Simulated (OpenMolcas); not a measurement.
**How basis sets differ on CH3BN− (SMILES [BH3-]C#N)**

The species is CH3BN− (6 atoms), meant as a singlet with charge -1. SMILES: `[BH3-]C#N`. The shape is that of a GFN2-xTB optimisation.

Each level gives the HOMO–LUMO gap (eV). The values are calculated.

```tsv
level	kind	program	value (eV)	CPU time
HF/STO-3G	Hartree–Fock	OpenMolcas	20.07	1.6 s
HF/3-21G	Hartree–Fock	OpenMolcas	17.10	1.7 s
HF/def2-SVP	Hartree–Fock	OpenMolcas	16.65	2.7 s
HF/def2-SVPD	Hartree–Fock	OpenMolcas	11.73	6.3 s
```

Sets without diffuse functions describe the anion poorly. The values span 11.73 to 20.07 eV. A Hartree–Fock LUMO above zero doesn't converge with the basis: it sinks as sets grow more diffuse. Orbital gaps aren't excitation energies. Times are those of the runs behind each value, whatever else they computed, on shared processors of several kinds: orders of magnitude only.
